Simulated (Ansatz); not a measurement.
A calculation with Ansatz (development build ahead of 0.2.0).

```yaml
crystal:
  periodic: [false, false, false]
  atoms:
    - { symbol: "N", position_ang: [0.04024, -0.02141, -0.5954] }
    - { symbol: "N", position_ang: [0.03525, 0.00485, 0.65097] }
    - { symbol: H, position_ang: [-0.02119, 0.98401, -0.87039] }
    - { symbol: H, position_ang: [0.03636, -0.96288, 0.90418] }
basis:
  gaussian: { orbitals: cc-pVTZ }
hamiltonian:
  xc: hf
correlation:
  method: mp2
  frozen_orbitals: { H: 0, "N": 1 }
```

The input is written out in the form of the current development build from the run's settings.

The run gave:

```
Converged                       : yes
Reference energy                : -110.03695 hartree
Correlation energy              : -0.40864 hartree
Total energy                    : -110.44559 hartree
Spin squared of the determinant : 0.000
```
